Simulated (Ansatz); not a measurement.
I need harmonic frequencies at the relaxed geometry of C3H4FN, SMILES FCC1=NC1. Use Ansatz 0.2.0 through its Python package. Settings (for the species named): r2SCAN, def2-SVP basis, multiplicity 1, D3BJ dispersion.

```tsv
atom	x (Å)	y (Å)	z (Å)
F	2.1671	-0.5631	-0.5690
C	1.2742	0.1373	0.2191
C	-0.1179	-0.1731	-0.2099
N	-1.0133	-0.8498	-1.0498
C	-1.4534	-0.0148	-0.0824
H	1.4083	-0.1570	1.2804
H	1.4605	1.2256	0.1109
H	-1.8345	0.9468	-0.4834
H	-1.8910	-0.5517	0.7842
```

`c3h4fn.py`:
```python
'''Harmonic frequencies of C3H4FN at its relaxed geometry.'''

import ansatz
from ase import Atoms
from ase.thermochemistry import IdealGasThermo
import numpy as np


def main() -> None:
    atoms = Atoms(['F', 'C', 'C', 'N', 'C', 'H', 'H', 'H', 'H'], positions=[
        (2.1671, -0.5631, -0.569),
        (1.2742, 0.1373, 0.2191),
        (-0.1179, -0.1731, -0.2099),
        (-1.0133, -0.8498, -1.0498),
        (-1.4534, -0.0148, -0.0824),
        (1.4083, -0.157, 1.2804),
        (1.4605, 1.2256, 0.1109),
        (-1.8345, 0.9468, -0.4834),
        (-1.891, -0.5517, 0.7842),
    ])
    c3h4fn = ansatz.Crystal.molecule_from_ase(atoms)

    model = (
        c3h4fn.calculation()
        .basis(gaussian='def2-SVP')
        .functional('r2scan', dispersion='d3bj')
    )
    symbols = [site.symbol for site in c3h4fn.cartesian_sites]
    start = np.array([site.position_ang for site in c3h4fn.cartesian_sites], dtype=float)
    rep = model.relax(force_tolerance=0.003, max_steps=100).run(threads=1).report
    end = np.array(rep['positions_ang'])

    print('final positions (A) and the move of each atom')
    for symbol, xyz, old in zip(symbols, end, start):
        print(f'{symbol:2s} {xyz[0]:10.5f} {xyz[1]:10.5f} {xyz[2]:10.5f}   {np.linalg.norm(xyz - old):7.4f}')

    # same settings at the minimum
    minimum = ansatz.Crystal.molecule()
    for symbol, xyz in zip(symbols, end):
        minimum = minimum.atom(symbol, xyz.tolist())
    vibrating = (
        minimum.calculation()
        .basis(gaussian='def2-SVP')
        .functional('r2scan', dispersion='d3bj')
        .phonons(temperatures=(200, 600, 100))
    )
    vib = vibrating.run(threads=1).report['vibrations']
    sums = vib['harmonic_sums']
    modes = [m['omega_inv_cm'] for m in sums['modes_at_gamma'] if m['rigid_motion'] == 'no']
    for number, w in enumerate(modes, start=1):
        print(f'mode {number:2d} {w:9.1f} 1/cm {w / 8065.544 * 1000:8.2f} meV')
    print('imaginary modes:', sum(w < 0 for w in modes), ' zero-point energy:', round(sums['zero_point_energy_ev'], 4), 'eV')
    # rigid rotor and ideal gas, symmetry number taken as one
    gas = IdealGasThermo(vib_energies=[w / 8065.544 for w in modes if w > 0], geometry='linear' if len(modes) == 3 * len(symbols) - 5 else 'nonlinear',
                         atoms=Atoms(symbols, positions=end), symmetrynumber=1, spin=0.0)
    print(f'H(298 K) - E = {gas.get_enthalpy(298.15, verbose=False):.4f} eV')
    print(f'S(298 K, 1 bar) = {96485.33 * gas.get_entropy(298.15, 1e5, verbose=False):.1f} J/(mol K) with symmetry number 1')


if __name__ == '__main__':
    main()
```

```console
$ python c3h4fn.py
DeckWarning: the engine holds no damping parameters fitted to this dispersion correction and functional, so the run takes those fitted to r2scan beside the three-body term, which d3bj leaves out (hamiltonian.dispersion, under Limitations)
final positions (A) and the move of each atom
F     2.20478   -0.57671   -0.58340    0.0426
C     1.29934    0.10647    0.18383    0.0532
C    -0.08892   -0.18009   -0.21688    0.0306
N    -0.76303   -0.85098   -1.04006    0.2505
C    -1.50954    0.03236   -0.02911    0.0906
H     1.42901   -0.16686    1.24857    0.0392
H     1.48041    1.19496    0.09661    0.0392
H    -1.99923    0.93035   -0.43018    0.1739
H    -2.05282   -0.48932    0.77072    0.1739
mode  1     120.3 1/cm    14.92 meV
mode  2     188.0 1/cm    23.30 meV
mode  3     300.0 1/cm    37.19 meV
mode  4     462.5 1/cm    57.34 meV
mode  5     777.4 1/cm    96.39 meV
mode  6     908.5 1/cm   112.63 meV
mode  7     934.8 1/cm   115.90 meV
mode  8    1007.0 1/cm   124.86 meV
mode  9    1016.2 1/cm   126.00 meV
mode 10    1111.3 1/cm   137.79 meV
mode 11    1112.2 1/cm   137.90 meV
mode 12    1254.6 1/cm   155.55 meV
mode 13    1289.7 1/cm   159.91 meV
mode 14    1419.4 1/cm   175.98 meV
mode 15    1445.3 1/cm   179.20 meV
mode 16    1488.7 1/cm   184.57 meV
mode 17    1866.1 1/cm   231.37 meV
mode 18    3014.7 1/cm   373.78 meV
mode 19    3066.0 1/cm   380.13 meV
mode 20    3071.5 1/cm   380.82 meV
mode 21    3172.6 1/cm   393.35 meV
imaginary modes: 0  zero-point energy: 1.7994 eV
H(298 K) - E = 1.9647 eV
S(298 K, 1 bar) = 302.6 J/(mol K) with symmetry number 1
```
(Warnings from the package without file and line.)

Caveats:
- The frequencies are harmonic and unscaled, in a modest basis. The result belongs to the one conformer reached from this start, and soft torsions count as harmonic oscillators.
- The entropy takes a symmetry number of 1; a symmetric molecule's is lower by R ln(sigma).
- A dispersion term here runs with damping parameters fitted for another variant or functional.
- The whole script took 2.4 min on 1 thread of Arm Neoverse V1, on a shared host, peak memory 0.3 GiB.

(Lines on the test bed's own set-up are left out of the output.)
